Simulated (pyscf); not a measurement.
`[NH2][SiH2][NH2]` + `[SiH4]` → `[NH2][SiH2][NH][SiH3]` + `[H][H]` (four-centre exchange; singlet surface; H–N, H–Si broken, N–Si, H–H formed). Structures and frequencies: ωB97X-D3(BJ)/def2-SVP in PySCF. Rate constants from transition-state theory, ωB97M-D3(BJ)/def2-TZVP energies (ideal gas, 1 atm, RRHO with modes under 100 cm⁻¹ raised to 100, one conformer, R ln 2 for rigid chiral ones; no tunnelling), k in cm³ molecule⁻¹ s⁻¹.

```
T (K)  1000/T  log10 k
-----  ------  -------
298     3.354   -44.20
600     1.667   -28.39
900     1.111        ?
1200    0.833   -20.14
```

Task: Fit an Arrhenius line to the three values, give the activation energy, and predict k at 900 K.

Result: Least squares gives log10 k = -12.33 − 9.52 × 1000/T, so Ea = 9.52 × ln 10 × 1.987 = 43.6 kcal/mol, against an electronic barrier of 43.1. At 900 K the line gives -22.91; the computed value is -22.98 (ΔG‡ = 71.4 kcal/mol), a factor 1.2 under the line, since the plot is curved. At the saddle there is also a short H–Si contact that neither side keeps. One saddle was located; it need not be the lowest between these sides.
